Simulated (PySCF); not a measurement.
## H2SiS: fields on a plane

Computed with PBE0/[Si def2-TZVP, S def2-TZVP, H def2-TZVP], no relativity, density fitting, PySCF.

The singlet minimum has Si–H 1.485 Å (×2), Si–S 1.938 Å; H–Si–H 109.9°, H–Si–S 125.0° (×2).

The plane holds Si1 at (0.00, 0.00), S2 at (1.94, 0.00), H3 at (-0.85, 1.22), H4 at (-0.85, -1.22) Å. Columns run from x = -2.85 to 4.35 Å, rows from y = 3.45 (top) to -3.15 Å, in steps of 0.3 Å. Other isomers or separated fragments may lie lower.

Q: Give the highest occupied orbital (Å^-3/2) at -7.23 eV (cut at ±0.3; overall sign arbitrary). Lower edges of the bins (Å^-3/2): '_' -0.300, '.' -0.240, ':' -0.180, '-' -0.120, '=' -0.060, '+' 0.000, '*' 0.060, '#' 0.120, '%' 0.180, '@' 0.240; top 0.30, each point printed twice.

A: 
```
======================++++++++++++++++++++++++++++
======================++++++++++++++++++++++++++++
======================++++++++++++++++++++++++++++
======================++++++++++++++++++++++++++++
======================++++++++++++++++++++++++++++
==========------======++++************++++++++++++
========----::::--==++++****########****++++++++++
========--::..__::--++****##%%@@@@%%####**++++++++
========--::..__::--++**##%%@@@@@@@@@@##**++++++++
========----::::::--++##%%@@@@@@@@@@@@%%**++++++++
==========----------**##%%@@@@@@@@@@@@##**++++++++
====================++******##**__++##**++++++++++
++++++++++++++++++++==------::--@@==::--==========
++++++++++**********--::..____________::--========
++++++++****######**==::..____________..--========
++++++++**##%%@@##**==--::..__________::--========
++++++++**##%%@@##**==----::..____..::::--========
++++++++****####**++====----::::::::----==========
++++++++++******++++++====------------============
++++++++++++++++++++++============================
++++++++++++++++++++++============================
++++++++++++++++++++++============================
++++++++++++++++++++++============================
```

Q: Give the electron density (e/Å³) (cut at 5 e/Å³). Lower edges of the bins (e/Å³): '_' 0.000, '.' 0.030, ':' 0.076, '-' 0.151, '=' 0.268, '+' 0.455, '*' 0.750, '#' 1.218, '%' 1.960, '@' 3.136; top 5.00, each point printed twice.

A: 
```
__________________________________________________
__________________________________________________
__________________________________________________
__________________________________________________
____________......________________________________
__________..::::::....____________________________
________..--======::..................____________
______..::==**##++==--::::::::----::::..__________
______..::==**##**++==------========--::..________
______..::==++****++======++++******++--::..______
________..--==++**%%%%++++****##%%##**==--..______
________..::--++%%@@@@%%****##@@@@@@##++--..______
________..::--++%%@@@@%%****##@@@@@@##++--..______
________..--==++**%%%%++++****##%%##**==--..______
______..::==++****++======++++******++--::..______
______..::==**##**++==------========--::..________
______..::==**##++==--::::::::----::::..__________
________..--======::..................____________
__________..::::::....____________________________
____________......________________________________
__________________________________________________
__________________________________________________
__________________________________________________
```
